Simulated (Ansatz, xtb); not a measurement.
# H3SSi2: which of two structures lies lower

Structure I is a doublet given by its coordinates and structure II is `[SiH]1[SiH2]S1`, a doublet. Both are isolated molecules in the gas phase, relaxed with B3LYP/6-31G*.

I (Å):

```xyz
6

S     0.1571   -0.9514   -2.2371
Si   -0.6309    0.6891   -1.1054
Si    1.2218   -2.1984   -0.7907
H     1.7801   -3.3559   -1.5356
H     0.2850   -2.6757    0.2562
H     2.3209   -1.4240   -0.1633
```

Close contacts (Å): S1–Si2 2.14, S1–Si3 2.19, Si3–H4 1.49, Si3–H5 1.48, Si3–H6 1.48.

II (Å):

```xyz
6

S     0.2963   -2.3284    0.5320
Si   -0.3378   -0.7670   -0.8547
Si    1.7048   -1.7521   -1.0359
H    -1.5072   -1.2313   -1.6756
H     2.0660   -2.8520   -1.9648
H     2.9079   -1.0243   -0.5664
```

Energies in hartree; the thermal terms are from B3LYP/6-31G* harmonic frequencies (ideal gas, rigid rotor, one conformer each, 298.15 K, 1 atm) and include the zero-point energy:

```
                              I           II
E, CCSD(T)/def2-SVP  −977.175281  −977.172922
    E, MP2/def2-SVP  −977.114659  −977.116013
  E, MP2/def2-TZVPP  −977.546581  −977.552331
  zero-point energy     0.027315     0.026907
       H(298 K) − E     0.033528     0.032474
       G(298 K) − E    −0.002975    −0.001521
```

Correct the CCSD(T) difference for the basis set by the MP2 change, then work out ΔE, ΔE₀, ΔH and ΔG for I → II in kcal/mol (1 Eh = 627.51 kcal/mol) and the equilibrium ratio [II]/[I].

1. Differences II − I: CCSD(T) +0.002359, MP2 in the small set −0.001354, MP2 in the large set −0.005750 Eh.
2. ΔE = +0.002359 + (−0.005750 − (−0.001354)) = −0.002037 Eh = −1.28 kcal/mol.
3. ΔE₀ = ΔE + ΔZPE = −0.002037 + (−0.000408) Eh = −1.53 kcal/mol.
4. ΔH = ΔE + (−0.001054) Eh = −1.94 kcal/mol.
5. ΔG = ΔE + (+0.001454) Eh = −0.37 kcal/mol, so ΔS = (ΔH − ΔG)/T = −22.1 J/(mol K).
6. kT = 0.9442 mEh, so K = [II]/[I] = exp(−ΔG/kT) = exp(+0.62) ≈ 1.9.

The two are too close for this level to say which is favoured. An error of 1 kcal/mol in ΔG would change K by a factor of 5.4. GFN2-xTB, HF/STO-3G, B3LYP/6-31G*, HF/def2-SVP, CCSD(T)/def2-SVP gave ΔE the other sign. Mirror images and further conformers aren't counted.

Other levels gave ΔE = +4.0 (GFN2-xTB); +20.6 (HF/STO-3G, GFN2-xTB geometries); −3.9 (r2SCAN-D4/def2-SVP, GFN2-xTB geometries); +0.8 (B3LYP/6-31G*); +7.0 (HF/def2-SVP); −0.8 (MP2/def2-SVP); +1.5 (CCSD(T)/def2-SVP) kcal/mol. Open shells are spin-unrestricted. The correlated steps freeze 15 core orbitals. Programs: Ansatz 0.2.0, xtb 6.7.1.
